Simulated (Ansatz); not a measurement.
```yaml
crystal:
  periodic: [false, false, false]
  atoms:
    - {symbol: C, position_ang: [-0.075376, -0.609315, -0.161465]}
    - {symbol: F, position_ang: [1.116700, 0.046909, 0.273037]}
    - {symbol: H, position_ang: [-0.766118, 0.455687, -0.469189]}
basis:
  gaussian: {orbitals: cc-pVTZ-DK}
total_charge: 1
magnetization: {spin_polarized: true, initial_magnetization: 1}
hamiltonian: {xc: {name: wB97X-V}}
output: {forces: true}
```

```sh
$ ansatz run in.yaml --threads 2 --pin off --events-out ev --progress --plain --max-ram 32768MiB --backend cpu
```

It prints (some lines left out):

```
Functional definition: wB97X-V
  name "wB97X-V"
  cite "Mardirossian & Head-Gordon, Phys. Chem. Chem. Phys. 16, 9904 (2014) doi:10.1039/C3CP54374A"
  cite "Becke, J. Chem. Phys. 107, 8554 (1997) doi:10.1063/1.475007"
  cite "Vydrov & Van Voorhis, J. Chem. Phys. 133, 244103 (2010) doi:10.1063/1.3521275"
  parameter omega = 0.3/bohr
  parameter cx = 0.167
  parameter cx1 = 0.603
  parameter cx2 = 1.194
  parameter css0 = 0.556
  parameter css1 = -0.257
  parameter cos0 = 1.219
  parameter cos1 = -1.850
  parameter b = 6.0
  parameter c = 0.01
  exchange = spin_sum(e_x_unif_sr(omega)*poly(b97_u_x, 1 - cx, cx1, cx2)) + cx*exact_x_sr(omega) + exact_x_lr(omega)
  correlation = spin_sum(e_c_pw_same_spin*poly(b97_u_same, css0, css1))
      + integral(e_c_pw_opposite_spin*poly(b97_u_opposite, cos0, cos1)) + vv10(b, c)
371 factors; their error is unknown
87 factors; integrals over basis functions are off by at most 2.3e-5 eV
mean field evaluation 1: about -3746.9308 eV, gradient 5.9e1 eV
mean field evaluation 2: about -3685.7709 eV, gradient 1.4e2 eV
mean field evaluation 4: about -3757.5134 eV, gradient 2.0e0 eV
mean field evaluation 8: about -3757.5471 eV, gradient 1.5e-1 eV
mean field evaluation 16: about -3757.5390 eV, gradient 2.9e-3 eV
mean field -3757.53897935 eV, -138.0870105399 hartree, gradient 7.3e-5 eV, S^2 0.755115; 0 other end points of the search recorded, 0 dependent functions left out
the calculation of the forces begins
reference -3757.53897886 eV, -138.0870105216 hartree; 8, 7 occupied and 66, 67 virtual orbitals, 371 factors
Total energy: -3757.53897886 eV, -138.0870105216 hartree
Relativity: scalar
Atom 0 at    -0.075376    -0.609315    -0.161465 Å, force     5.362138     7.181116     1.790713 eV/Å
Atom 1 at     1.116700     0.046909     0.273037 Å, force    -5.981414    -4.368936    -2.138509 eV/Å
Atom 2 at    -0.766118     0.455687    -0.469189 Å, force     0.619276    -2.812180     0.347796 eV/Å
Dipole moment:    -0.726609    -0.042155    -0.278697 e Å
```

Run time 3.1 s (2 threads of a server CPU on a shared host); peak host memory 0.36 GiB.
